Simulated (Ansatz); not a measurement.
# C3H7Cl: the cost of one run

The runs use Ansatz 0.2.0, Gaussian basis; cc-pV(T+d)Z, core rule «outside noble gas», up to 8 orbitals frozen.

To be run: UHF; CCSD(T) on RHF; BCCD(T) on RHF; CISD.

18 further runs of the same task are left out: 1 that didn't finish, 17 set aside as unsound or not needed.

### Step 1. The system

The geometry is an MP2(full)/6-31G* stationary point (not a proven minimum).

11 atoms, charge 0, spin multiplicity 1.

Atoms are counted from 1 here; the program's logs count them from 0.

Bond lengths: C1–C2 1.526 Å, C1–C3 1.516 Å, C1–H4 1.094 Å, C1–H5 1.094 Å, C2–H6 1.093 Å, C2–H8 1.094 Å, C2–H9 1.094 Å, C3–Cl7 1.789 Å, C3–H10 1.091 Å, C3–H11 1.091 Å. Angles: C2–C1–C3 111.0°, C2–C1–H4 110.3°, C2–C1–H5 110.3°, C3–C1–H4 109.1°, C3–C1–H5 109.1°, H4–C1–H5 106.9°, C1–C2–H6 110.8°, C1–C2–H8 111.2°, C1–C2–H9 111.2°, H6–C2–H8 107.8°, H6–C2–H9 107.8°, H8–C2–H9 108.0°, C1–C3–Cl7 111.7°, C1–C3–H10 111.1°, C1–C3–H11 111.1°, Cl7–C3–H10 107.0°, Cl7–C3–H11 107.0°, H10–C3–H11 108.6°.

Geometry (Å):

```xyz
11
C3H7Cl
C     1.04940   -0.65181    0.00000
C     2.52236   -0.25464    0.00000
C     0.15677    0.57345    0.00000
H     0.82050   -1.26158    0.87920
H     0.82050   -1.26158   -0.87920
H     3.16224   -1.14039    0.00000
Cl   -1.57604    0.13028    0.00000
H     2.77165    0.33824   -0.88473
H     2.77165    0.33824    0.88473
H     0.32965    1.18637    0.88646
H     0.32965    1.18637   -0.88646
```

### Step 2. UHF

Input file in.yaml:

```yaml
crystal:
  periodic: [false, false, false]
  atoms:
    - {symbol: C, position_ang: [1.049398, -0.651811, 0.000000]}
    - {symbol: C, position_ang: [2.522356, -0.254635, 0.000000]}
    - {symbol: C, position_ang: [0.156769, 0.573454, 0.000000]}
    - {symbol: H, position_ang: [0.820500, -1.261584, 0.879201]}
    - {symbol: H, position_ang: [0.820500, -1.261584, -0.879201]}
    - {symbol: H, position_ang: [3.162245, -1.140391, 0.000000]}
    - {symbol: Cl, position_ang: [-1.576041, 0.130276, 0.000000]}
    - {symbol: H, position_ang: [2.771651, 0.338237, -0.884730]}
    - {symbol: H, position_ang: [2.771651, 0.338237, 0.884730]}
    - {symbol: H, position_ang: [0.329650, 1.186369, 0.886460]}
    - {symbol: H, position_ang: [0.329650, 1.186369, -0.886460]}
basis:
  gaussian: {orbitals: "cc-pV(T+d)Z.json"}
magnetization: {spin_polarized: true, initial_magnetization: 0}
hamiltonian: {xc: hf}
output: {orbitals: {seedname: orbitals}}
```

Command:

```console
$ ansatz run in.yaml --threads 1 --pin off --events-out ev --progress --plain --max-ram 2880MiB --backend cpu
```

Q: Estimate wall time and peak memory on 1 thread of AMD EPYC 7R13, shared host.

About 8 s, with a peak of 0.68 GiB.
